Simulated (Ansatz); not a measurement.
# FH2NSi: one species, many methods

The task here is to estimate one member of a computed series from the others.

Method: functionals in def2-TZVPP, the program's frozen cores in correlated methods; program: Ansatz 0.2.0, Gaussian basis.

The runs, in order: LDA (SPW92), PBE-D4, revPBE-D4, BLYP-D4, r2SCAN-D4, B97M-V, PBE0-D4, B3LYP-D4, r2SCANh-D4, r2SCAN0-D4, HSE06-D4, BHLYP-D4, CAM-B3LYP-D4, LC-ωPBE, ωB97X-V, ωB97M-V, B2PLYP, PBE-QIDH; CCSD(T)/def2-SVP; CCSD(T)/def2-TZVPP; CCSD(T)/def2-QZVPP; extrapolation to the limit; RPA on PBE.

**The relaxed structure**

All runs share one geometry, relaxed beforehand with PBE0-D4 in a triple-zeta def2 set.

SMILES `N[Si]F`, 5 atoms, charge 0, spin multiplicity 1.

Atoms are counted from 1 here; the program's logs count them from 0.

Bond lengths: N1–Si2 1.702 Å, N1–H4 1.010 Å, N1–H5 1.008 Å, Si2–F3 1.622 Å. Angles: Si2–N1–H4 125.0°, Si2–N1–H5 122.2°, H4–N1–H5 112.8°, N1–Si2–F3 98.5°.

The first run:

in.yaml reads:

```yaml
crystal:
  periodic: [false, false, false]
  atoms:
    - {symbol: N, position_ang: [-0.421316, 0.240078, -0.331101]}
    - {symbol: Si, position_ang: [0.136060, -1.133622, 0.505086]}
    - {symbol: F, position_ang: [1.565377, -0.548773, 1.001534]}
    - {symbol: H, position_ang: [0.085433, 1.109563, -0.420886]}
    - {symbol: H, position_ang: [-1.315653, 0.259055, -0.796032]}
basis:
  gaussian: {orbitals: def2-TZVPP}
hamiltonian: {xc: lda}
output: {orbitals: {seedname: orbitals}}
```

Steps of the session up to this table: LDA; PBE-D4 (GGA); revPBE-D4 (GGA); BLYP-D4 (GGA); r2SCAN-D4 (meta-GGA); B97M-V (meta-GGA); PBE0-D4 (hybrid); B3LYP-D4 (hybrid); r2SCANh-D4 (hybrid); r2SCAN0-D4 (hybrid); HSE06-D4 (hybrid); BHLYP-D4 (hybrid); CAM-B3LYP-D4 (range-separated); LC-ωPBE-D4 (range-separated; the results give it without D4); ωB97X-V (range-separated); ωB97M-V (range-separated); B2PLYP (double hybrid); PBE-QIDH (double hybrid).

One of the session's tables, all rows but one given; the rest of the session is left out.

It belongs to the step «Orbital energies across the functionals». 

| functional | HOMO (eV) | gap (eV) |
| --- | --- | --- |
| LDA (SPW92) | -6.10 | 4.02 |
| PBE-D4 | -6.00 | 4.08 |
| revPBE-D4 | -5.95 | 4.09 |
| BLYP-D4 | -5.90 | 4.10 |
| r2SCAN-D4 | ? | ? |
| B97M-V | -6.30 | 4.52 |
| PBE0-D4 | -7.15 | 6.05 |
| B3LYP-D4 | -6.98 | 5.68 |
| r2SCANh-D4 | -6.64 | 5.15 |
| r2SCAN0-D4 | -7.29 | 6.25 |
| HSE06-D4 | -6.75 | 5.27 |
| BHLYP-D4 | -8.22 | 8.00 |
| CAM-B3LYP-D4 | -8.51 | 8.49 |
| LC-ωPBE | -9.79 | 10.87 |
| ωB97X-V | -9.47 | 10.47 |
| ωB97M-V | -9.32 | 10.21 |

Estimate the missing values for r2SCAN-D4.

Worked estimate for «HOMO (eV)». Against the share of exact exchange, r2SCANh-D4 (0.1, -6.64), r2SCAN0-D4 (0.25, -7.29) give a slope of -4.33 per unit share; at 0 the line stands at -6.21.

**Answer.** HOMO (eV): -6.21; gap (eV): 4.40. In «HOMO (eV)» the line misses by 0.00.
